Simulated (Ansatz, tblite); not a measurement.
# (CdTe)2 ring (Cd2Te2): charged states by level of theory

The task here is to estimate one member of a computed series from the others.

Computed with Ansatz 0.2.0, Gaussian basis. Level: as each input shows.

The runs, in order: charge +1 doublet, at the geometry of the singlet (PBE0-D4/def2-TZVP, PBE-D4/def2-TZVP, r2SCAN-D4/def2-TZVP, CCSD(T)/def2-SVP); the starting singlet's energies come from earlier runs.

## The geometry

The geometry is that of the singlet, from an earlier relaxation (r2SCAN-D4/def2-SVP).

4 atoms, charge 0, spin multiplicity 1.

Atoms are counted from 1 here; the program's logs count them from 0.

Bond lengths: Cd1–Te2 2.740 Å, Cd1–Te4 2.740 Å, Te2–Cd3 2.740 Å, Cd3–Te4 2.740 Å. Angles: Te2–Cd1–Te4 117.4°, Cd1–Te2–Cd3 62.6°, Te2–Cd3–Te4 117.4°, Cd1–Te4–Cd3 62.6°.

As a file:

```xyz
4
Cd2Te2
Cd   -1.3101    0.0515   -0.5558
Te   -0.9153   -0.3513    2.1251
Cd    1.3102   -0.0514    0.5558
Te    0.9153    0.3512   -2.1252
```

Cd, Te take a core potential in the def2 sets. No spin-orbit coupling is included.

Set-up of the first run:

Input file in.yaml:

```yaml
crystal:
  periodic: [false, false, false]
  atoms:
    - {symbol: Cd, position_ang: [-1.310148, 0.051496, -0.555777]}
    - {symbol: Te, position_ang: [-0.915322, -0.351312, 2.125139]}
    - {symbol: Cd, position_ang: [1.310176, -0.051362, 0.555806]}
    - {symbol: Te, position_ang: [0.915294, 0.351188, -2.125178]}
basis:
  gaussian: {orbitals: def2-SVP}
total_charge: 1
magnetization: {spin_polarized: true, initial_magnetization: 1}
hamiltonian: {xc: pbe0, dispersion: d4}
output: {orbitals: {seedname: orbitals}}
```

Launch:

```
> ansatz run in.yaml --threads 4 --pin off --events-out ev --progress --plain --max-ram 3916MiB
```

Among the steps run: Charge +1 doublet at the fixed geometry, first pass, PBE0-D4/def2-SVP; Charge +1 doublet at the fixed geometry, PBE0-D4/def2-TZVP; Charge +1 doublet at the fixed geometry, PBE-D4/def2-TZVP; Charge +1 doublet at the fixed geometry, r2SCAN-D4/def2-TZVP; Charge +1 doublet at the fixed geometry, CCSD(T)/def2-SVP.

One table of the session follows, with a row left open; its other results are not shown here.

It belongs to the step «Vertical ionisation energy». 

| method | vertical ionisation energy (eV) |
| --- | --- |
| HF/def2-SVP | 6.74 |
| PBE-D4/def2-TZVP | 7.36 |
| r2SCAN-D4/def2-TZVP | ? |
| PBE0-D4/def2-TZVP | 7.53 |
| MP2/def2-SVP | 7.57 |
| CCSD/def2-SVP | 7.36 |
| CCSD(T)/def2-SVP | 7.35 |

Estimate the missing values for r2SCAN-D4/def2-TZVP.

The run gave: vertical ionisation energy (eV): 7.45. In the column «vertical ionisation energy (eV)» it lies between CCSD/def2-SVP (7.36) and PBE0-D4/def2-TZVP (7.53).
